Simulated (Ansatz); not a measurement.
Energy landscape of CH2, triplet: symmetric bend, bond length relaxed. Scanned: H-C-H angle. Other coordinates (C-H bond length) were minimised at PBE0/def2-TZVP.

The free coordinates were minimised at PBE0/def2-TZVP in PySCF; the energy column is full CI/def2-SVP, frozen core (Ansatz, a quantum-chemistry and plane-wave program), in kcal/mol.

```json
[
 {"a / °": "170.61", "C-H bond length / Å": "1.069", "E": "6.4"},
 {"a / °": "164.22", "C-H bond length / Å": "1.070", "E": "5.4"},
 {"a / °": "154.99", "C-H bond length / Å": "1.072", "E": "3.4"},
 {"a / °": "148.68", "C-H bond length / Å": "1.074", "E": "2.0"},
 {"a / °": "140.64", "C-H bond length / Å": "1.077", "E": "0.6"},
 {"a / °": "130.24", "C-H bond length / Å": "1.081", "E": "0.0"},
 {"a / °": "124.78", "C-H bond length / Å": "1.083", "E": "0.4"},
 {"a / °": "114.83", "C-H bond length / Å": "1.087", "E": "2.9"},
 {"a / °": "108.79", "C-H bond length / Å": "1.090", "E": "5.6"},
 {"a / °": "100.83", "C-H bond length / Å": "1.094", "E": "10.7"},
 {"a / °": "93.19", "C-H bond length / Å": "1.098", "E": "17.4"},
 {"a / °": "84.95", "C-H bond length / Å": "1.104", "E": "26.6"},
 {"a / °": "78", "C-H bond length / Å": "1.109", "E": "36.3"},
 {"a / °": "66.65", "C-H bond length / Å": "1.119", "E": "56.1"}
]
```

The scan ran from 180.0 to 60.0; beyond the range shown the relaxed coordinates jump or full CI changes its symmetry label.
